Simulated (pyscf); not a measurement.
H₃C–CH₂–Be–CH₂–CH₃ + hydrogen (H₂) → HBe–CH₂–CH₃ + ethane (H₃C–CH₃) (four-centre exchange; singlet surface; Be–C, H–H broken, Be–H, C–H formed). Structures and frequencies: ωB97X-D3(BJ)/def2-SVP in PySCF. Energies in kcal/mol from the separated reactants.

```csv
level,barrier,reaction energy
ωB97X-D3(BJ)/def2-TZVP,24.6,-7.1
PBE/def2-TZVP,?,?
r²SCAN/def2-TZVP,19.8,-6.6
M06-2X/def2-TZVP,25.8,-5.2
ωB97M-D3(BJ)/def2-TZVP,24.0,-7.3
HF/def2-TZVP,?,-13.7
```

Q: What belongs in the gaps?

A: 
- PBE/def2-TZVP, barrier: 18.9
- PBE/def2-TZVP, reaction energy: -6.4
- HF/def2-TZVP, barrier: 43.6

The functionals in the table span 6.9 kcal/mol in this barrier, from PBE to M06-2X. At the saddle there is also a short Be–H contact that neither side keeps. HBe–CH₂–CH₃ lies 18.0 kcal/mol over its isomer H₃C–Be–CH₃ (electronic energy, ωB97M-D3(BJ)/def2-TZVP). This is the saddle that the search found; another between the same sides may lie lower.
